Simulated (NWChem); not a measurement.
Species: CH3O cation; SMILES C=[OH+]

```xyz
5

C     -0.0085     0.6221     0.0000
O     -0.1175    -0.6266     0.0000
H     -0.9634     1.1894     0.0000
H      0.9811     1.1312     0.0000
H      0.7396    -1.1363     0.0000
```
Atoms are numbered in this order, from 1.

Level: PBE-D3(BJ)/def2-SVP (NWChem), optimised geometry, unscaled harmonic frequencies. 

Problem. List the harmonic frequencies with IR intensities, and the thermochemistry.

Solution. 
```json
[
 {"frequency (cm⁻¹)": "1010", "IR intensity (km/mol)": "115.6"},
 {"frequency (cm⁻¹)": "1064", "IR intensity (km/mol)": "77.7"},
 {"frequency (cm⁻¹)": "1181", "IR intensity (km/mol)": "16.0"},
 {"frequency (cm⁻¹)": "1314", "IR intensity (km/mol)": "90.4"},
 {"frequency (cm⁻¹)": "1424", "IR intensity (km/mol)": "37.2"},
 {"frequency (cm⁻¹)": "1639", "IR intensity (km/mol)": "50.7"},
 {"frequency (cm⁻¹)": "3008", "IR intensity (km/mol)": "6.5"},
 {"frequency (cm⁻¹)": "3159", "IR intensity (km/mol)": "29.5"},
 {"frequency (cm⁻¹)": "3456", "IR intensity (km/mol)": "297.1"}
]
```

| Item | Result |
|---|---|
| zero-point energy | 24.7 kcal/mol |
| thermal correction to the enthalpy at 298.15 K (with zero-point energy) | 27.1 kcal/mol |
| heat capacity Cv | 7.1 cal/(mol K) |
| entropy at 298.15 K and 1 atm (symmetry number 1) | 54.5 cal/(mol K) |

Rigid rotor and harmonic oscillator.
